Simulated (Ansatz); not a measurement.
# AlPN (doublet): the correlation ladder, cc-pVDZ

An exercise on one series of results from a longer session: the logs are not shown, and one member is left open.

Computed with Ansatz 0.2.0, Gaussian basis. Level: cc-pVDZ, core rule «outside noble gas», up to 11 orbitals frozen.

To be run: UHF; CCSD(T) on ROHF; CCSD(T) on UHF; BCCD(T) on ROHF; CISD; CCSDT(Q) on ROHF; CCSDT(Q) on UHF.

31 further runs of the same task are left out: 10 for a known fault of the program, 8 that didn't finish, 13 set aside as unsound or not needed.

## The geometry

The geometry is a PBE0/def2-TZVP stationary point (not a proven minimum).

3 atoms, charge 0, spin multiplicity 2.

Atoms are counted from 1 here; the program's logs count them from 0.

Bond lengths: Al1–N3 1.822 Å, P2–N3 1.528 Å. Angles: Al1–N3–P2 180.0°.

The first run:

The input, in.yaml:

```yaml
crystal:
  periodic: [false, false, false]
  atoms:
    - {symbol: Al, position_ang: [0.000000, 0.000000, 1.723793]}
    - {symbol: P, position_ang: [0.000000, 0.000000, -1.626028]}
    - {symbol: N, position_ang: [0.000000, 0.000000, -0.097765]}
basis:
  gaussian: {orbitals: cc-pVDZ}
magnetization: {spin_polarized: true, initial_magnetization: 1}
hamiltonian: {xc: hf}
output: {orbitals: {seedname: orbitals}}
```

Command:

```sh
$ ansatz run in.yaml --threads 1 --pin off --events-out ev --progress --plain --max-ram 2393MiB
```

Steps of the session up to this table: UHF; CCSD(T) on ROHF; CCSD(T) on UHF; BCCD(T) on ROHF; CISD; CCSDT(Q) on ROHF; CCSDT(Q) on UHF.

One of the session's tables, all rows but one given; the rest of the session is left out.

It belongs to the step «Misses and costs». 

```
   method  from UCCSDT(Q) (kcal/mol)
     ROHF                    +218.59
      UHF                    +215.58
     RMP2                     +25.08
     UMP2                          ?
     CISD                     +34.87
    RCCSD                     +11.03
    UCCSD                     +10.87
 RCCSD(T)                      +1.66
 UCCSD(T)                      +1.85
  BCCD(T)                      +1.60
   RCCSDT                      +1.19
   UCCSDT                      +1.15
RCCSDT(Q)                      +0.13
UCCSDT(Q)                          0
```

Estimate the missing values for UMP2.

**Answer.** from UCCSDT(Q) (kcal/mol): +29.63. In the column «from UCCSDT(Q) (kcal/mol)» it lies between RMP2 (+25.08) and CISD (+34.87).

With the free atoms at the same levels and basis (separate runs), the atomisation energy is 6.571 eV at UCCSDT(Q), 6.526 eV at RCCSD(T), 6.515 eV at UCCSD(T), 3.199 eV at ROHF.

To keep in mind: Restricted and unrestricted rows rest on different reference determinants; where their highest levels disagree by more than a few hundredths of an eV, they describe different states and don't form one ladder.
